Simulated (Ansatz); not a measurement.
Ideal-gas functions of formaldehyde (`C=O`) at 800 K and 1 bar, from an Ansatz frequency run at PBE0-D4/def2-TZVP.

Molar mass 30.03 g/mol, point group C2v (symmetry number 2), electronic degeneracy 1, moments of inertia 1.781, 12.84, 14.621 u Å². Harmonic wavenumbers (cm⁻¹, unscaled): 1207, 1267, 1532, 1853, 2901, 2961.

Use S(trans) = R[1.5 ln M + 2.5 ln T − 1.1517]; rotational temperatures θ = 24.2544 K / I; S(rot) = R[ln(√π/σ · √(T³/θAθBθC)) + 1.5]; for each mode x = 1.438777 ν̃/T, S = R[x/(eˣ − 1) − ln(1 − e⁻ˣ)] and H = RT x/(eˣ − 1); 1 cm⁻¹ = 0.0119627 kJ/mol; R = 8.31446 J/(mol·K).

Q: By hand: the entropy, in J/(mol·K).

A: Translation 171.8. Rotation: θ = 13.6184, 1.889, 1.6589 K, giving 79.2. Vibration, mode by mode: 3.33, 3.06, 2.10, 1.33, 0.28, 0.26, in all 10.4. Electronic 0.0. Sum 261.4 J/(mol·K).

Q: By hand: H − E and G − E in kJ/mol, counted from the electronic energy.

A: Zero-point energy ½ × 11721 × 0.0119627 = 70.1; thermal vibration 6.0; translation, rotation and pV give 4 RT = 26.6. H − E = 102.7 kJ/mol, and G − E = 102.7 − 800 × 261.4/1000 = -106.4 kJ/mol.

Vibration gives 4 % of the entropy.
